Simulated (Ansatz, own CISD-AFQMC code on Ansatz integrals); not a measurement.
C3H4, SMILES `C1=CC1` (charge 0, multiplicity 1).

Z-matrix (Å, degrees):
```
C
H 1 1.0905
H 1 1.0905 2 113.61
C 1 1.4980 2 119.64 3 -150.38
C 4 1.2871 1 64.56 2 -105.68
H 4 1.0763 5 149.84 1 -180.00
H 5 1.0763 4 149.84 6 0.01
```
Charge 0, multiplicity 1.

Frozen-core energies in cc-pVDZ from Ansatz (a quantum-chemistry and plane-wave program) at a geometry from PBE0-D3(BJ)/def2-TZVP; the HF reference has <S^2> = 0.00 and the T1 diagnostic is 0.009.

```csv
level,energy (Ha)
HF,-115.83299
MP2,-116.23271
CCSD,-116.26248
CCSD(T),-116.27840
```

**Question.** Estimate the energies of CCSDT, phaseless AFQMC, CISD trial (own CISD-AFQMC code on Ansatz integrals; ±0.40 mHa) and CCSDT(Q), and give each level's difference from CCSDT(Q).

**Answer.** 
```json
[
 {"level": "MP2", "energy (Ha)": "-116.23271", "difference from CCSDT(Q) (mHa)": "47.40"},
 {"level": "CCSD", "energy (Ha)": "-116.26248", "difference from CCSDT(Q) (mHa)": "17.62"},
 {"level": "CCSD(T)", "energy (Ha)": "-116.27840", "difference from CCSDT(Q) (mHa)": "1.71"},
 {"level": "CCSDT", "energy (Ha)": "-116.27888", "difference from CCSDT(Q) (mHa)": "1.23"},
 {"level": "phaseless AFQMC, CISD trial (own CISD-AFQMC code on Ansatz integrals; ±0.40 mHa)", "energy (Ha)": "-116.28002", "difference from CCSDT(Q) (mHa)": "0.09"},
 {"level": "CCSDT(Q)", "energy (Ha)": "-116.28010", "difference from CCSDT(Q) (mHa)": "0.00"}
]
```
